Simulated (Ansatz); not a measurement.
# [SiH3···H···CH2], triplet along the distance Si1-H5

Starting geometry:

```json
{"atom": "Si", "x (Å)": "-1.0124", "y (Å)": "0.0000", "z (Å)": "0.0000"}
{"atom": "H", "x (Å)": "-1.5073", "y (Å)": "1.3997", "z (Å)": "0.0000"}
{"atom": "H", "x (Å)": "-1.5073", "y (Å)": "-0.6999", "z (Å)": "1.2122"}
{"atom": "H", "x (Å)": "-1.5073", "y (Å)": "-0.6999", "z (Å)": "-1.2122"}
{"atom": "H", "x (Å)": "0.4722", "y (Å)": "0.0000", "z (Å)": "0.0000"}
{"atom": "C", "x (Å)": "2.2586", "y (Å)": "0.0000", "z (Å)": "0.0000"}
{"atom": "H", "x (Å)": "2.6731", "y (Å)": "0.0000", "z (Å)": "0.9962"}
{"atom": "H", "x (Å)": "2.6731", "y (Å)": "0.0000", "z (Å)": "-0.9962"}
```

From there atom H5 is moved from one fragment to the other while all else, the fragments' distance too, stays fixed, so the hump isn't the reaction's barrier; atoms are numbered as listed. Energies are in kcal/mol, counted from the starting geometry at the same level. Kohn–Sham curves are unrestricted where that lies lower.

Basis cc-pVDZ; Ansatz 0.2.0. Only valence electrons are correlated (noble-gas cores frozen). R marks a restricted (for open shells ROHF) determinant, U an unrestricted one.

Full CI isn't at hand for all of this; UCCSDT(Q) serves as the reference, and is uncertain by the last step of the cluster series or more.

```tsv
distance Si1-H5 (Å)	RPA-PBE
1.485	0.0
1.584	0.2
1.783	-0.4
1.982	-9.5
2.181	-16.7
```

Q: Estimate the UCCSDT(Q) curve in cc-pVDZ from this one, knowing how RPA-PBE differs from it in such a basis.

A: The computed UCCSDT(Q) values, in kcal/mol from the starting point, and the difference of RPA-PBE against them:
```csv
distance Si1-H5 (Å),UCCSDT(Q),RPA-PBE less UCCSDT(Q)
1.485,0.0,0.0
1.584,0.5,-0.3
1.783,0.8,-1.2
1.982,-8.0,-1.5
2.181,-15.7,-1.0
```

The difference spans 1.5 kcal/mol and is largest, -1.5 kcal/mol, at 1.982 Å.

In so small a basis both RPA and the reference are far from their limits and near them at different rates, so the difference would change in a larger set.
